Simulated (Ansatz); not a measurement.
# AlH3O (triplet): the correlation ladder, cc-pVDZ

An exercise on one series of results from a longer session: the logs are not shown, and one member is left open.

The runs use Ansatz 0.2.0, Gaussian basis; cc-pVDZ, core rule «outside noble gas», up to 6 orbitals frozen.

The runs, in order: UHF; CCSD(T) on ROHF; CCSD(T) on UHF; BCCD(T) on ROHF; CISD; CCSDT(Q) on ROHF; CCSDT(Q) on UHF.

30 further runs of the same task are left out: 11 for a known fault of the program, 7 that didn't finish, 12 set aside as unsound or not needed.

## What is computed

The geometry is a PBE0/def2-TZVP stationary point (not a proven minimum).

5 atoms, charge 0, spin multiplicity 3.

Atoms are counted from 1 here; the program's logs count them from 0.

Bond lengths: Al1–O2 1.705 Å, Al1–H3 1.840 Å, Al1–H4 1.840 Å, O2–H5 0.954 Å. Angles: O2–Al1–H3 78.2°, O2–Al1–H4 78.2°, H3–Al1–H4 156.4°, Al1–O2–H5 180.0°.

The first run:

in.yaml reads:

```yaml
crystal:
  periodic: [false, false, false]
  atoms:
    - {symbol: Al, position_ang: [0.000000, 0.000000, 0.667829]}
    - {symbol: O, position_ang: [0.000000, 0.000000, -1.037569]}
    - {symbol: H, position_ang: [0.000000, 1.801583, 0.292106]}
    - {symbol: H, position_ang: [0.000000, -1.801583, 0.292106]}
    - {symbol: H, position_ang: [0.000000, 0.000000, -1.991619]}
basis:
  gaussian: {orbitals: cc-pVDZ}
magnetization: {spin_polarized: true, initial_magnetization: 2}
hamiltonian: {xc: hf}
output: {orbitals: {seedname: orbitals}}
```

Started as:

```console
> ansatz run in.yaml --threads 1 --pin off --events-out ev --progress --plain --max-ram 2393MiB
```

Steps of the session up to this table: UHF; CCSD(T) on ROHF; CCSD(T) on UHF; BCCD(T) on ROHF; CISD; CCSDT(Q) on ROHF; CCSDT(Q) on UHF.

One of the session's tables, all rows but one given; the rest of the session is left out.

It belongs to the step «Misses and costs». 

| method | from UCCSDT(Q) (kcal/mol) |
| --- | --- |
| ROHF | +188.16 |
| UHF | +180.78 |
| RMP2 | +22.32 |
| UMP2 | +20.53 |
| CISD | ? |
| RCCSD | +6.48 |
| UCCSD | +6.19 |
| RCCSD(T) | +1.27 |
| UCCSD(T) | +1.29 |
| BCCD(T) | +1.26 |
| RCCSDT | +0.63 |
| UCCSDT | +0.63 |
| RCCSDT(Q) | +0.08 |
| UCCSDT(Q) | 0 |

Estimate the missing values for CISD.

As computed: from UCCSDT(Q) (kcal/mol): +23.11. In the column «from UCCSDT(Q) (kcal/mol)» it lies between RMP2 (+22.32) and UHF (+180.78).

With the free atoms at the same levels and basis (separate runs), the atomisation energy is 9.209 eV at UCCSDT(Q), 9.171 eV at RCCSD(T), 9.167 eV at UCCSD(T), 5.787 eV at ROHF.

Limits of these values: Restricted and unrestricted rows rest on different reference determinants; where their highest levels disagree by more than a few hundredths of an eV, they describe different states and don't form one ladder.
